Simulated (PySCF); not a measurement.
SMILES C(C(C)C)CCl, C5H11Cl

Cartesian coordinates in Å; atom numbers follow the order of the lines, from 1:
```xyz
17

C    -0.6186    1.5376    0.6780
C    -0.5413    0.5479   -0.4784
C    -1.7748   -0.3453   -0.5279
C     0.7256   -0.3083   -0.4326
C     2.0369    0.4454   -0.3758
Cl    2.2435    1.5650   -1.7626
H    -1.5550    2.1150    0.6367
H    -0.5923    1.0177    1.6511
H     0.2095    2.2620    0.6537
H    -0.5009    1.1295   -1.4164
H    -1.7349   -1.0415   -1.3804
H    -2.6952    0.2509   -0.6248
H    -1.8650   -0.9485    0.3914
H     0.6928   -0.9596    0.4617
H     0.7387   -0.9816   -1.3060
H     2.8907   -0.2450   -0.4033
H     2.1213    1.0577    0.5325
```

Level of theory: PySCF 2.14.0, TDDFT CAM-B3LYP/def2-TZVPD excited states, vertical, gas phase. Geometry: PBE0-D3(BJ)/def2-SVP.

Problem. Give the one- and two-photon strengths of the lowest singlets.

Solution. δ for parallel linear polarisation; σ at the peak of a Lorentzian of half width 0.1 eV, single beam; Ω is circular over linear.
| state | E (eV) | f | photon λ (nm) | δ (au) | σ (GM) | Ω | main |
| --- | --- | --- | --- | --- | --- | --- | --- |
| S1 | 7.21 | 0.004 | 344 | 1.94 | 0.04 | 1.45 | HOMO→LUMO+1 0.46, HOMO→LUMO+4 0.17 |
| S2 | 7.29 | 0.004 | 340 | 5.93 | 0.12 | 0.97 | HOMO−1→LUMO+1 0.47, HOMO−1→LUMO+4 0.17 |
| S3 | 7.74 | 0.019 | 320 | 28.8 | 0.63 | 1.37 | HOMO→LUMO 0.59, HOMO→LUMO+2 0.26 |
| S4 | 7.84 | 0.039 | 316 | 19.6 | 0.44 | 1.38 | HOMO−1→LUMO 0.58, HOMO−1→LUMO+2 0.27 |
| S5 | 8.46 | 0.002 | 293 | 22.5 | 0.59 | 1.42 | HOMO→LUMO+3 0.55, HOMO→LUMO+2 0.10 |
| S6 | 8.49 | 0.034 | 292 | 34 | 0.90 | 1.47 | HOMO→LUMO+3 0.27, HOMO→LUMO+1 0.14 |

Among these, the strongest one-photon state is S4, the strongest two-photon state S6, with a dipole change of 2.5 D (relaxed, norm of the difference vector).
